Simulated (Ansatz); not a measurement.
`CNC(O)F` and `CC(O)F` differ in one atom or group.

Ansatz, PBE0-D4/def2-TZVP geometries, multiplicity 1. Each molecule was computed in one conformer, which needn't be the lowest.

| property | `CNC(O)F` |
| --- | --- |
| HOMO–LUMO gap (PBE/def2-TZVPP) / eV | 6.15 |
| HOMO energy (PBE0/def2-TZVPP) / eV | -7.49 |
| size of the dipole moment (ωB97M-V/def2-TZVPP) / D | 2.74 |
| HOMO energy (ωB97M-V/def2-TZVPP) / eV | -9.89 |
| LUMO energy (PBE0/def2-TZVPP) / eV | 1.01 |
| HOMO energy (B3LYP/def2-TZVPP) / eV | -7.26 |

Task: What does the change do to each property? (Best estimate.)

Result: Ansatz gave: 
```tsv
property	`CC(O)F`	shift
HOMO–LUMO gap (PBE/def2-TZVPP) / eV	7.32	1.17
HOMO energy (PBE0/def2-TZVPP) / eV	-8.89	-1.40
size of the dipole moment (ωB97M-V/def2-TZVPP) / D	1.63	-1.11
HOMO energy (ωB97M-V/def2-TZVPP) / eV	-11.35	-1.46
LUMO energy (PBE0/def2-TZVPP) / eV	1.04	0.03
HOMO energy (B3LYP/def2-TZVPP) / eV	-8.66	-1.40
```

Dipoles are sizes alone; their direction can turn.

B3LYP here is the variant with VWN-RPA as its local correlation; programs differ in this.
